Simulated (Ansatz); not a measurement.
# Molecular dynamics of ClH7Si2

input.yaml

```yaml
crystal:
  periodic: [false, false, false]
  atoms:
    - { symbol: Si, position_ang: [0.084196, -0.182304, -0.001115] }
    - { symbol: Cl, position_ang: [-0.321995, -1.311507, 2.293562] }
    - { symbol: H, position_ang: [1.007422, 0.230964, -1.13311] }
    - { symbol: H, position_ang: [-0.368076, 1.101315, 0.604892] }
    - { symbol: Si, position_ang: [-1.336413, -1.865616, -0.795169] }
    - { symbol: H, position_ang: [-2.612559, -1.842229, -0.019074] }
    - { symbol: H, position_ang: [-1.602941, -1.655881, -2.260846] }
    - { symbol: H, position_ang: [-0.621403, -3.167856, -0.614327] }
    - { symbol: H, position_ang: [1.648459, -0.549877, 0.692402] }
    - { symbol: H, position_ang: [1.15951, -0.864809, 1.357384] }
basis:
  gaussian: { orbitals: "6-31G*" }
hamiltonian:
  xc: pbe
  dispersion: d4
md:
  timestep: 0.5
  n_steps: 200
  ensemble: nve
  temperature: 100.0
  initial_velocities: maxwell_boltzmann
  seed: 10477
```

Command:

```bash
$ ansatz run input.yaml --threads 1 --pin off --max-ram 2048MiB --backend cpu --events-out ev --progress --plain --runs-dir out
```

It starts at the highest image of a converged band. Of that band: Neighbouring images differ by up to 1.2 eV, so the band resolves the path poorly. A vibrational analysis at the climbing image gives one clearly imaginary mode, 824i cm⁻¹: a first-order saddle point.

Output, in part (step lines, the closing report, with atoms numbered from 0):

```
md step     0: t =     0.00 fs  T =   100.0 K  F+E_penalty+E_count = -28374.85436609 eV  E_kin = 0.103408 eV  conserved = -28374.75095809 eV  (25 SCF iters)
md step     1: t =     0.50 fs  T =    98.7 K  F+E_penalty+E_count = -28374.85298037 eV  E_kin = 0.102036 eV  conserved = -28374.75094450 eV  (28 SCF iters)
md step     2: t =     1.00 fs  T =    95.0 K  F+E_penalty+E_count = -28374.84911246 eV  E_kin = 0.098206 eV  conserved = -28374.75090667 eV  (28 SCF iters)
md step     3: t =     1.50 fs  T =    89.5 K  F+E_penalty+E_count = -28374.84335973 eV  E_kin = 0.092509 eV  conserved = -28374.75085110 eV  (27 SCF iters)
md step     4: t =     2.00 fs  T =    83.0 K  F+E_penalty+E_count = -28374.83659924 eV  E_kin = 0.085812 eV  conserved = -28374.75078758 eV  (22 SCF iters)
md step     5: t =     2.50 fs  T =    76.5 K  F+E_penalty+E_count = -28374.82983342 eV  E_kin = 0.079106 eV  conserved = -28374.75072746 eV  (22 SCF iters)
md step     6: t =     3.00 fs  T =    70.9 K  F+E_penalty+E_count = -28374.82401074 eV  E_kin = 0.073330 eV  conserved = -28374.75068120 eV  (22 SCF iters)
md step     7: t =     3.50 fs  T =    66.9 K  F+E_penalty+E_count = -28374.81985975 eV  E_kin = 0.069203 eV  conserved = -28374.75065667 eV  (22 SCF iters)
[... lines left out ...]
Total energy: -28375.90199417 eV, -1042.7951644084 hartree
Atom 0 at     0.152895     0.196149    -1.106796 Å, force     1.066846     0.827619    -0.376272 eV/Å
Atom 1 at    -0.426800    -1.758531     3.201671 Å, force     1.770537     2.002103    -3.574914 eV/Å
Atom 2 at    -0.557578     1.277261    -1.930616 Å, force     0.197486    -0.356292     0.247056 eV/Å
Atom 3 at     0.441324     0.806168     0.265582 Å, force    -0.055618    -0.152804    -0.379319 eV/Å
Atom 4 at    -1.190320    -1.686256    -0.827561 Å, force     0.549452    -0.282619     0.160585 eV/Å
Atom 5 at    -2.555709    -1.336894    -0.320319 Å, force    -0.036671    -0.008479    -0.097443 eV/Å
Atom 6 at    -1.200235    -2.427062    -2.124304 Å, force    -0.267477    -0.088954    -0.112358 eV/Å
Atom 7 at    -0.492201    -2.574280     0.174318 Å, force    -0.175799     0.055566    -0.080644 eV/Å
Atom 8 at     1.573756    -0.025181    -1.820302 Å, force    -1.279859    -0.009706     0.628269 eV/Å
Atom 9 at    -0.897643    -2.288993     4.155130 Å, force    -1.768899    -1.986433     3.585041 eV/Å
Dipole moment:    -0.200479    -0.203207     0.273836 e Å
```

The steps, from the saved trajectory:

```tsv
time (fs)	T (K)	potential energy less start (eV)	conserved less start (meV/atom)
0	100	0.000	0.00
3	71	0.030	0.03
6	72	0.029	0.02
9	74	0.027	0.01
12	69	0.033	0.03
15	121	-0.022	0.01
18	187	-0.090	0.04
21	398	-0.307	0.04
24	614	-0.534	-0.29
27	571	-0.487	0.00
30	854	-0.781	-0.12
33	755	-0.677	0.06
36	1025	-0.958	-0.22
39	928	-0.854	0.27
42	1183	-1.123	-0.25
45	910	-0.836	0.12
48	1291	-1.234	-0.30
51	969	-0.895	0.35
54	1289	-1.232	-0.25
57	1048	-0.980	0.04
60	1262	-1.204	-0.18
63	1146	-1.079	0.24
66	1294	-1.237	-0.23
69	1030	-0.960	0.11
72	1372	-1.319	-0.28
75	1046	-0.975	0.37
78	1396	-1.344	-0.36
81	1030	-0.961	0.12
84	1285	-1.227	-0.17
87	1178	-1.112	0.22
90	1337	-1.282	-0.25
93	1103	-1.036	0.04
96	1302	-1.244	-0.18
99	1047	-0.976	0.30
```

The run went to its last step. The conserved energy stayed within 0.47 meV per atom of its start (net change 0.11 meV per atom), so the integration is sound. The kinetic energy rose, since the run started high on the potential surface and went downhill. It ends in pieces (ClH + H6Si2), so much of that is their flight and rotation, not heat. A run of 0.1 ps of so small a system gives no equilibrium averages. The orbitals stay closed-shell, which can raise the energy where a bond breaks towards radicals; this wasn't checked here.

Between its relaxed ends the band would form Si1–H9, Cl2–H10 and break Si1–Cl2, H9–H10. These pairs go: Si1–H9 1.75 → 1.61 Å, Cl2–H10 1.81 → 1.19 Å, Si1–Cl2 2.59 → 4.77 Å, H9–H10 0.88 → 6.85 Å. In the last frame they stand as after the step (other bonds may differ from the relaxed reactants and products). It ends as ClH + H6Si2. Pairs count as bonded within 1.25 times the sum of covalent radii (0.12 Å more for H–H).

Last frame:

```xyz
10
Properties=species:S:1:pos:R:3
Si 0.153 0.196 -1.107
Cl -0.427 -1.758 3.202
H -0.558 1.277 -1.931
H 0.441 0.806 0.266
Si -1.190 -1.686 -0.828
H -2.556 -1.337 -0.320
H -1.200 -2.427 -2.124
H -0.492 -2.574 0.174
H 1.574 -0.025 -1.820
H -0.898 -2.289 4.155
```

Run time: 8.7 min on 1 thread of Arm Neoverse V1 (shared host), peak memory 0.11 GiB.
